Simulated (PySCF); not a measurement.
A side-by-side comparison of computed properties.

First species: C6H10.
SMILES: `C#C[C@@H](C)CC`

Second species: C₆H₁₀.
Numbering: `[CH3:1][C:2]1=[CH:3][C@@H:4]([CH3:5])[CH2:6]1` (hydrogens: H7, H8, H9 on C1; H10 on C3; H11 on C4; H12, H13, H14 on C5; H15, H16 on C6)

Geometry (GFN2-xTB, Å), atoms numbered from 1 in this order:
```
atom  x, y, z in Å
C1     2.373    0.616    0.062
C2     0.983    0.110    0.159
C3     0.041    0.078    1.100
C4    -0.963   -0.640    0.233
C5    -2.243    0.117   -0.080
C6     0.136   -0.604   -0.866
H7     3.058   -0.203   -0.161
H8     2.676    1.085    0.995
H9     2.455    1.345   -0.745
H10   -0.022    0.430    2.113
H11   -1.200   -1.652    0.572
H12   -2.805   -0.387   -0.864
H13   -2.870    0.180    0.807
H14   -2.011    1.128   -0.409
H15   -0.124   -0.015   -1.745
H16    0.508   -1.578   -1.184
```

Levels: PBE0/def2-SVPD for dipole moment, HOMO energy, LUMO energy, HOMO–LUMO gap, static isotropic polarisability and electronic spatial extent ⟨r²⟩ about the centre of nuclear charge; TDDFT PBE0/def2-SVPD for lowest singlet excitation; TDA PBE0/def2-SVPD for lowest triplet excitation (Tamm–Dancoff); GFN2-xTB for rotational constant A and rotational constant C. Geometries: GFN2-xTB. Each structure is a single optimised conformer of the isolated species, non-relativistic unless stated. Electronic properties by PySCF.

The conformers computed, where there is a choice (atom-mapped SMILES and torsion angles):
- `[CH:1]#[C:2][C@@H:3]([CH3:4])[CH2:5][CH3:6]`: C2–C3–C5–C6 64°

Q: Which of the two has the higher S1 energy, and by how much?

A: The first: 6.72 eV against 6.52 eV, a difference of 0.20 eV.

Q: Which has the higher rotational constant C?

A: The second: 2.110 GHz against 1.922 GHz, a difference of 0.188 GHz.

Q: Which has the higher HOMO–LUMO gap?

A: The first: 8.38 eV against 7.42 eV, a difference of 0.96 eV.

Q: Which of the two has the higher T1 energy, and by how much?

A: The first: 5.47 eV against 4.33 eV, a difference of 1.14 eV.

Q: Which has the higher HOMO energy?

A: The second: -6.81 eV against -7.71 eV, a difference of 0.90 eV.

Q: Which has the higher LUMO energy?

A: The first: 0.67 eV against 0.61 eV, a difference of 0.06 eV.

Q: Which has the higher dipole moment?

A: The first: 0.73 D against 0.35 D, a difference of 0.38 D.

Q: Which has the higher ⟨r²⟩?

A: The first: 687 bohr² against 661 bohr², a difference of 26 bohr².

On the first: The polarisability is 10.48 Å³ as a volume (1 au = 0.148185 Å³), or 1.54 au for each of the 46 electrons. The dipole equals about 2.4 × 10⁻³⁰ C·m (1 D = 3.33564 × 10⁻³⁰ C·m).

On the second: In atomic units the dipole is 0.14 e·bohr (1 au = 2.5417 D). The principal polarisabilities are 57.5, 68.2 and 85.5 au; their mean is the isotropic value.
